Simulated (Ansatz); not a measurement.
A made-up structure of Si2NH5, singlet:

```
atom    x (Å)    y (Å)    z (Å)
  N1  -1.4734   0.8916  -1.5302
 Si2  -0.0905   0.8336  -0.7240
 Si3   0.6008  -0.7102   0.9051
  H4  -2.1839   0.1913  -1.3521
  H5   1.1056   0.5198   1.4036
  H6   0.9006   0.0018   2.1763
  H7   1.8340  -1.4035   0.4454
  H8  -0.4830  -1.7008   1.1245
```

It is relaxed with PBE-D4/def2-SVP and then PBE0-D4/def2-TZVP (Ansatz 0.2.0). Atoms count as bonded within 1.22 times the sum of their covalent radii (H–H: 0.88 Å). The end point is not checked to be a true minimum.

Problem. Does its bonding change? (Judge from chemistry; the calculation decides.)

Solution. Computed: Yes. Formed: none; broken: Si2–Si3.

Where it ends: The first stage lowers the energy by 4.92 eV in 41 steps. It ends as a complex of SiNH ([NH][Si]) + SiH₄:
N1  (-1.078, 0.425, -1.510)
Si2  (-0.511, 1.863, -1.465)
Si3  (0.645, -0.633, 1.388)
H4  (-1.450, -0.502, -1.550)
H5  (1.010, 0.799, 1.239)
H6  (1.321, -1.176, 2.597)
H7  (1.096, -1.392, 0.197)
H8  (-0.824, -0.761, 1.553)
(Å)

Labels in which every atom is bracketed show which atoms are joined, not bond orders.

For scale, one of the runs: PBE0-D4/def2-TZVP relaxation, 135 basis functions, launched by `ansatz run in.yaml --threads 2 --pin off --events-out ev --progress --plain --max-ram 4352MiB`. The run took about 19 s on 2 CPU threads of an Arm Neoverse V2 (shared host).
